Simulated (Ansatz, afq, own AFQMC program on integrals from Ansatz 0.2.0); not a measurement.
Integrals from Ansatz 0.2.0, then the random walk in our own AFQMC program (afq).

```yaml
crystal:
  periodic: [false, false, false]
  atoms:
    - {symbol: B, position_ang: [0.000000, 0.000000, 0.043923]}
    - {symbol: N, position_ang: [0.000000, 0.000000, -1.261739]}
    - {symbol: H, position_ang: [0.000000, 0.000000, 1.217815]}
basis:
  gaussian: {orbitals: cc-pVDZ}
total_charge: 1
magnetization: {spin_polarized: true, initial_magnetization: 2}
correlation: {method: ccsd_t, electrons: outside_noble_gas, hamiltonian_folder: ham}
```

```sh
$ ansatz run in.yaml --threads 1 --pin off --events-out ev --progress --plain --max-ram 24576MiB --backend cuda --devices 0, --max-vram 18GiB
```

afq runs on the folder ham with

```
--method free --trial cisd --walkers 20 --time-step 0.05 --max-blocks 30 --target-error 0.00068 --factor-cut 1e-06 --seed 1875 --times 0.0,0.5,1.0,2.0,3.0,4.0 --taylor-order 4
```

Times are imaginary, in 1/Eh. The walk had a cap of 60 s.

Log:

```
orbitals 31  electrons 5 3  factors 257 of 311
reference energy -79.29331992 Eh
CCSD correlation -0.16955117 Eh in 10 cycles, weight of the determinant in the CISD state 0.9291
repeat  energy at the last time / Eh  error
    10  -79.467094  0.002346
    20  -79.467980  0.001250
    30  -79.467512  0.001010
time / (1/Eh)  energy / Eh  error  mean overlap
  0.00  -79.462802  0.000178  1.0753
  0.50  -79.465783  0.000290  1.0785
  1.00  -79.466980  0.000355  1.0453
  2.00  -79.467686  0.000446  1.0136
  3.00  -79.467045  0.000516  1.0064
  4.00  -79.467512  0.001010  1.0320
energy -79.467512 +/- 0.001010 Eh
```

The run passed its tests (error under three times the target), which doesn't prove that it has relaxed.

Against this walk (error 27.5 meV) on the same determinant: CCSD(T) 30.5 meV higher (within the noise), CCSDT(Q) 4.0 meV higher (within the noise), CCSDTQ 3.7 meV higher (within the noise). The error is statistical, and a free projection of finite length keeps a remainder of its start.

Cautions: remainder of the start not in the error; error above the target (27.5 against 18.5 meV); so few walkers bias the energy; the time-step error isn't removed.

The walk took 3.9 s on 1 × NVIDIA H100 80GB HBM3 with 2 threads of AMD EPYC 7R13 Processor (Zen 3), on a shared host (the card was shared). The log's last line is the free-projection energy.

CCSDT and higher add their correlation energy to the determinant of the CCSD(T) run, since their own runs factorise the integrals more tightly (a shift of under 2 meV). A walk keeps the symmetry of its determinant, which the program's search chose and which needn't be the lowest solution, so a lower state of the same spin and another symmetry isn't excluded.
